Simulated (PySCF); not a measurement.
**OH⁻: one state, many levels of theory**

State: ¹Σ⁺ (singlet), closed shell. Set-up: PySCF, no relativity, basis sets H aug-cc-pVDZ, O aug-cc-pVDZ. De refers to H + O⁻ in their high-spin ground configurations, without counterpoise correction. A positive dipole points towards O; it is taken about the centre of mass and depends on that origin.

| Level | Re (Å) | ωe (cm⁻¹) | De (eV) | μ (D) |
| --- | --- | --- | --- | --- |
| RHF-MP2 | 0.973 | 3764 | n/a | n/a |
| RHF-SCS-MP2 | 0.973 | 3744 | n/a | n/a |
| RHF-CCSD | 0.971 | 3732 | n/a | n/a |
| RHF-CCSD(T) | 0.974 | 3687 | n/a | n/a |
| PBE | 0.979 | 3634 | 4.91 | -1.12 |
| revPBE | 0.980 | 3619 | 4.77 | -1.11 |
| r²SCAN | 0.970 | 3737 | 4.79 | -1.17 |
| PBE0 | 0.966 | 3803 | 4.75 | -1.18 |
| B97-3 | 0.965 | 3818 | 4.79 | -1.18 |
| MN15 | 0.970 | 3810 | 4.88 | -1.21 |
| CAM-B3LYP | 0.967 | 3792 | 4.81 | -1.22 |

The bond length runs from 0.965 Å (B97-3) to 0.980 Å (revPBE). De spans 4.75 eV (PBE0, global hybrid GGA) to 4.91 eV (PBE, GGA).

Correlated steps freeze 1 core orbital. For an ion De counts to the pair picked by the measured ionisation energies or electron affinities, which need not be the lowest pair at this level. The highest Kohn–Sham level is positive in this anion. Much of that is self-interaction error, but it also means that the finite basis helps to hold the extra electron. The CCSD T1 diagnostic is raised, a sign that a single reference may not be enough here.
